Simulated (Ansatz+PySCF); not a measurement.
**singlet BH: levels of theory in one basis**

```xyz
2

B     0.0000    0.0000   -0.4174
H     0.0000    0.0000    2.0873
```

Basis set: cc-pVDZ (spherical functions). Frozen core: 1 orbital. Charge 0, multiplicity 1.

Computed with Ansatz (development build ahead of 0.2.0); each method stands on the lowest determinant of its kind that the runs found. NEVPT2 correlates all electrons. Active spaces start from the frontier orbitals, and the lowest solution found is given.

| method | E − E(RHF) (eV) | <S²> of the determinant |
| --- | --- | --- |
| RHF | 0.00 | 0.00 |
| UHF | -1.22 | 0.85 |
| RHF-MP2 | -1.99 | – |
| UHF-MP2 | -2.31 | 0.85 |
| RHF-CCSD | -3.27 | – |
| RHF-CCSD(T) | -3.40 | – |
| UHF-CCSD(T) | -3.32 | 0.85 |
| RHF-CCSDT(Q) | -3.42 | – |
| UHF-CCSDT(Q) | -3.43 | 0.85 |
| full CI (lowest root of this spin) | -3.42 | – |
| CASSCF(2,2) | -1.63 | – |
| SC-NEVPT2(4,5) | -3.20 | – |
| SC-NEVPT2(2,2) | -2.80 | – |

What does CASSCF(4,5) give on the same scale?

-2.62 eV.

At such a shape the full CI root can have another spatial symmetry than the determinants, so the rows needn't describe one state.

Is a single determinant a sound starting point here?

It is doubtful. Unrestricted orbitals lower Hartree–Fock by 1.22 eV and <S²> is 0.85 where a pure state has 0.00, a sign of strong static correlation. The CASSCF(4,5) natural occupations are 1.89, 1.69, 0.30, 0.06, 0.06. The CASSCF(2,2) natural occupations are 1.67, 0.33.

Caution for RHF, RHF-MP2, RHF-CCSD, RHF-CCSD(T), RHF-CCSDT(Q): an unrestricted determinant lies well below. Caution for UHF, UHF-MP2, UHF-CCSD(T), UHF-CCSDT(Q): the unrestricted determinant is a mixture of spin states. Caution for RHF-MP2, UHF-MP2, RHF-CCSD, RHF-CCSD(T), UHF-CCSD(T), RHF-CCSDT(Q), UHF-CCSDT(Q): large amplitudes, a single reference is doubtful. Caution for UHF-MP2, UHF-CCSD(T), UHF-CCSDT(Q): a plain start can end on a higher determinant. Caution for RHF-CCSD(T), RHF-CCSDT(Q): the amplitudes may be one of several solutions. Caution for UHF-CCSD(T): another reference gives a lower total. Caution for CASSCF(2,2), SC-NEVPT2(2,2): other starts end on other solutions of this active space.
